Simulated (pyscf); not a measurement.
# Four-centre exchange: HO–AsH₂ + hydrogen (H₂) → HO–AsH₂ + hydrogen (H₂)

Gas phase, singlet surface, charge 0. Bonds broken: As1–H6, H3–H7. Bonds formed: As1–H3, H6–H7. Single points on ωB97X-D3(BJ)/def2-SVP structures (PySCF, gas phase).

Transition state (Å):

```xyz
7

As    -0.0551    -0.4915     0.3907
O      1.4381     0.5013     0.2693
H      0.3402    -0.6277     2.1767
H      0.2202    -1.0138    -1.0990
H      1.9627     0.1561    -0.4620
H     -0.5673     0.8352     1.5221
H      0.0133     0.3548     2.2823
```

One imaginary mode, 2043i cm⁻¹; descent along it reached the two sides named.

| bond | change | reactant side (Å) | saddle | product side |
|---|---|---|---|---|
| As1–H6 | breaks | 1.524 | 1.817 | 4.0 |
| H3–H7 | breaks | 0.762 | 1.041 | 3.3 |
| As1–H3 | forms | 3.9 | 1.834 | 1.531 |
| H6–H7 | forms | 2.8 | 1.070 | 0.762 |

Electronic energies relative to the separated reactants (kJ/mol):

```
level                   barrier  reaction energy  reverse barrier
----------------------  -------  ---------------  ---------------
ωB97X-D3(BJ)/def2-TZVP    311.0              0.0            311.0
PBE/def2-TZVP             252.8              0.0            252.8
r²SCAN/def2-TZVP          273.5              0.0            273.5
B3LYP-D3(BJ)/def2-TZVP    288.6              0.0            288.6
PBE0-D3(BJ)/def2-TZVP     278.9              0.0            278.9
M06-2X/def2-TZVP          311.2              0.0            311.2
ωB97M-D3(BJ)/def2-TZVP    303.3              0.0            303.3
HF/def2-TZVP              404.6              0.0            404.6
```

With ωB97M-D3(BJ)/def2-TZVP energies and thermal terms (ideal gas, 1 atm, RRHO with modes under 100 cm⁻¹ raised to 100, one conformer, R ln 2 for chiral ones without a mode under 150 cm⁻¹), in kJ/mol:

```
T (K)    ΔH‡    ΔG‡   ΔH   ΔG
-----  -----  -----  ---  ---
298    297.4  329.8  0.0  0.0
600    294.6  364.1  0.0  0.0
900    295.1  398.8  0.0  0.0
1200   296.8  433.2  0.0  0.0
```

The same reactants have a lower exit, to AsH₃ + H₂O (barrier +204.4 kJ/mol at ωB97M-D3(BJ)/def2-TZVP, against +303.3 kJ/mol here). Another saddle between the same species, by other bonds, lies lower (272.4 kJ/mol against 303.3 kJ/mol at ωB97M-D3(BJ)/def2-TZVP). Elements up to Kr have no core potential and no relativistic terms here.
